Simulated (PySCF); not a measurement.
# F: ionisation energy

F [He] 2s2 2p5 (2P) → F⁺ [He] 2s2 2p4 (3P), as a difference of total energies. Calculation: PySCF 2.14, in aug-cc-pCVTZ-DK (7s6p4d2f, 59 functions); the spin-free X2C one-electron Hamiltonian (Gaussian nucleus). Correlated levels: valence: 1s2 frozen. The calculations carry no spin-orbit coupling.

| method | ionisation energy (eV) | error (eV) |
| --- | --- | --- |
| UHF | 15.656 | -1.771 |
| MP2 (valence) | 17.306 | -0.121 |
| SCS-MP2 (valence) | 17.296 | -0.131 |
| CCSD (valence) | 17.195 | -0.232 |
| CCSD(T) (valence) | 17.257 | -0.170 |

Reference: 17.427 eV (measured; NIST levels, between the centres of gravity of the two terms).

Errors of the correlated levels include the incompleteness of this basis and the frozen core.
